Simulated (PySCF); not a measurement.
Potential energy of CN along the bond

Set-up: C pcseg-1, N pcseg-1; no relativity (PySCF 2.14). Energies in eV from C + N in their ground configurations at the same level. State: ²Σ⁺ (doublet), unpaired electrons σ ↑.

All columns are PBE0. A positive dipole means C(−)N(+).

```tsv
R (Å)	E (eV)	μ (D)	Mulliken charge on C (basis-dependent)	HOMO (eV)	LUMO (eV)	Mayer bond order	⟨S²⟩
1.005	-5.434	-1.79	0.10	-11.14	-6.06	3.08	0.76
1.052	-6.628	-1.70	0.12	-11.31	-6.17	3.07	0.76
1.099	-7.300	-1.62	0.14	-11.21	-6.27	3.06	0.76
1.134	-7.540	-1.56	0.16	-11.01	-6.34	3.05	0.76
1.169	-7.606	-1.50	0.17	-10.82	-6.41	3.03	0.76
1.204	-7.533	-1.44	0.18	-10.64	-6.46	3.01	0.76
1.251	-7.270	-1.37	0.19	-10.42	-6.52	2.98	0.76
1.309	-6.751	-1.29	0.20	-10.16	-6.58	2.93	0.77
1.379	-5.959	-1.23	0.21	-9.89	-6.61	2.86	0.77
1.473	-4.772	-1.22	0.21	-9.62	-6.55	2.72	0.83
```

A fit through these points gives, at Re = 1.167 Å, μ = -1.50 D and dμ/dR = 1.67 D/Å; the reduced mass is 6.462 u.

Task: How strong is the fundamental in the double-harmonic approximation, I = 42.26·(dμ/dR)²/μred km/mol?

Result: I = 42.26·(1.67)²/6.462 = 18.2 km/mol at PBE0.

The state is the lowest determinant that a PBE0 search found; another state may lie lower at other levels.
